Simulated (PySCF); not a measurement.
Molecule: SMILES c1cc(C)sc1, C$_{5}$H$_{6}$S.

Numbering as in the mapped SMILES `[CH3:1][c:2]1[cH:3][cH:4][cH:5][s:6]1`. Each H is labelled by its parent atom.

Geometry PBE0-D3(BJ)/def2-SVP throughout; GIAO in PySCF 2.14.0 with density-fitted response routines, gas phase, one conformer, non-relativistic; equivalent atoms averaged; basis pcSseg-1.

For orientation, PBE0 gives these shifts δ (against TMS, CS2 at the same level): C2 148.2, C5 132.1, C4 131.0, C3 130.1, S6 226.7, H(C5) 6.98, H(C4) 6.90, H(C3) 6.81, H(C1) 2.52 ppm.

A run gave: C2 145.2, C5 129.1, C4 127.9, C3 127.1, S6 223.6, H(C5) 6.94, H(C4) 6.84, H(C3) 6.76, H(C1) 2.52 ppm (shifts δ (against TMS, CS2 at the same level)).

Q: Which functional was used in that run?
A. B3LYP
B. B97-2
C. OPBE
D. mPW1PW91
E. B97-D

A: B. C2 tells them apart best: B97-2 gives 145.2, mPW1PW91 gives 148.6, OPBE gives 136.9, B3LYP gives 150.6, B97-D gives 141.6 ppm.
